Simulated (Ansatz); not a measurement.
Where CCSD(T) holds and where it slips

Each species is computed at the geometry given (Å), with frozen cores, in Ansatz 0.2.0: RHF-CCSD(T) for singlets, UHF-CCSD(T) otherwise, and full CI in the same basis. The program picks the determinant by trial CCSD, so it needn't be the lowest Hartree–Fock solution. States: SiH2 B1, O2 Σg⁻ or Δg, [SiH3···H···H] A'. Cases whose determinant has another symmetry than full CI's state, or whose (Q) step broke down, weren't drawn.

Judging by size, spin and bonding, rank them by the size of CCSD(T)'s error in total energy against full CI in the same basis, smallest first (an estimate).
A. [SiH3···H···H], doublet, 6-31G: Si -0.078 0.000 0.000; H -0.573 1.400 0.000; H -0.573 -0.700 1.212; H -0.573 -0.700 -1.212; H 1.450 0.000 0.000; H 2.452 0.000 0.000
B. SiH2, triplet, cc-pVDZ: Si 0.000 -0.071 0.000; H 0.000 0.996 -1.090; H 0.000 0.996 1.090
C. O₂, triplet, 6-31G: O 0.000 0.000 0.000; O 0.000 0.000 1.193

A (11.7 meV), B (19.1 meV), C (52.4 meV).

```
                species    basis  correlated electrons  CCSD(T) − full CI (meV)  CCSDT(Q) − full CI (meV)  unpaired electrons (full CI)     T1  ⟨S²⟩ of the determinant
[SiH3···H···H], doublet    6-31G                     9                     11.7                       0.2                          1.03  0.012                     0.77
          SiH2, triplet  cc-pVDZ                     6                     19.1                      -0.3                          2.03  0.017                     2.00
            O2, triplet    6-31G                    12                     52.4                       0.1                          2.04  0.013                     2.03
```

Unpaired electrons are Σ n²(2−n)² over natural occupations; an open shell counts its own unpaired electrons too. Frozen cores follow each run's orbitals, which moves totals by a few meV.
